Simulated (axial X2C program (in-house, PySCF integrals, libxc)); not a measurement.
Density and ELF of PO⁻

All values were computed with an axial X2C code built on PySCF integrals. Spin-free means the one-electron spin-free X2C Hamiltonian. Basis: P dyall-av3z [9s8p3d2f], O dyall-av3z [7s6p3d2f] (cores contracted in-house); Gaussian nuclei, density fitting, unrestricted open shells. Masses: P 30.974 u, O 15.995 u.

PBE0, scalar-relativistic, state M_S = 1, Λ = 0 (beyond evenly filled blocks: π+α, π-α); P at z = 0, O at z = 1.546 Å.

The maps cover the half plane through the axis: z from -2.4 to 3.6 Å along the bond, ρ from 0.15 to 2.25 Å away from it.

log10 of the density in e/bohr³:

```
 ρ\z  -2.4  -1.8  -1.2  -0.6   0.0   0.6   1.2   1.8   2.4   3.0   3.6
0.15  -3.3  -2.4  -1.5  -0.9   1.2  -0.7  -0.1   0.0  -1.2  -2.3  -3.4
0.45  -3.3  -2.5  -1.6  -1.0  -0.4  -0.9  -0.5  -0.4  -1.4  -2.4  -3.5
0.75  -3.4  -2.6  -1.8  -1.2  -1.0  -1.2  -1.0  -1.0  -1.7  -2.6  -3.6
1.05  -3.4  -2.7  -2.0  -1.4  -1.3  -1.5  -1.5  -1.6  -2.1  -2.9  -3.7
1.35  -3.5  -2.8  -2.2  -1.8  -1.7  -1.9  -2.0  -2.1  -2.5  -3.2  -3.9
1.65  -3.6  -3.0  -2.5  -2.1  -2.0  -2.3  -2.5  -2.6  -3.0  -3.5  -4.2
1.95  -3.7  -3.2  -2.7  -2.4  -2.4  -2.6  -2.9  -3.1  -3.4  -3.8  -4.4
2.25  -3.8  -3.4  -3.0  -2.8  -2.8  -3.0  -3.3  -3.5  -3.8  -4.2  -4.7
```

Electron localisation function (collinear form, no current term, damped to 0 at low density):

```
 ρ\z  -2.4  -1.8  -1.2  -0.6   0.0   0.6   1.2   1.8   2.4   3.0   3.6
0.15  0.01  0.20  0.73  0.12  0.63  0.16  0.65  0.40  0.79  0.27  0.02
0.45  0.01  0.21  0.76  0.60  0.22  0.41  0.80  0.87  0.75  0.24  0.02
0.75  0.01  0.23  0.77  0.92  0.55  0.49  0.70  0.82  0.64  0.19  0.01
1.05  0.02  0.26  0.76  0.93  0.88  0.42  0.45  0.65  0.46  0.12  0.01
1.35  0.03  0.28  0.74  0.91  0.86  0.34  0.20  0.38  0.28  0.06  0.00
1.65  0.03  0.27  0.69  0.85  0.79  0.28  0.08  0.16  0.13  0.02  0.00
1.95  0.03  0.22  0.60  0.77  0.69  0.22  0.03  0.04  0.04  0.01  0.00
2.25  0.02  0.15  0.46  0.63  0.54  0.16  0.01  0.01  0.01  0.00  0.00
```

Axial spin density in 10⁻³ e/bohr³:

```
 ρ\z  -2.4  -1.8  -1.2  -0.6    0.0   0.6   1.2   1.8   2.4   3.0  3.6
0.15  -0.1  -0.6  -3.2  -5.2  157.5  -2.0  19.1  38.9  -0.9  -0.2  0.0
0.45   0.0  -0.2   0.0  12.2   11.7  -0.3  18.9  39.8   0.7  -0.1  0.0
0.75   0.1   0.3   2.8  20.2   31.9   2.3   3.0  10.8   0.9   0.0  0.0
1.05   0.1   0.6   3.5  15.2   21.1   3.0  -0.8   2.1   0.5   0.0  0.0
1.35   0.2   0.7   3.0   8.9   10.6   2.2  -0.7   0.2   0.1   0.0  0.0
1.65   0.2   0.6   2.0   4.7    5.0   1.4  -0.3  -0.1   0.0   0.0  0.0
1.95   0.2   0.5   1.3   2.4    2.4   0.8  -0.1  -0.1   0.0   0.0  0.0
2.25   0.1   0.3   0.8   1.3    1.2   0.5   0.0  -0.1   0.0   0.0  0.0
```

One determinant describes the state; a PBE0 search over occupations chose it and may have missed a lower one. Other states lie close and PBE0, whose exact exchange favours high spin, may order them wrongly; the determinant shown need not be the ground state. The nearest other spin-free determinant of the search, M_S = 0, Λ = 2, lies 0.71 eV up at the distance of the search. The highest occupied level of some functionals is positive through self-interaction error; at Hartree–Fock it is bound.
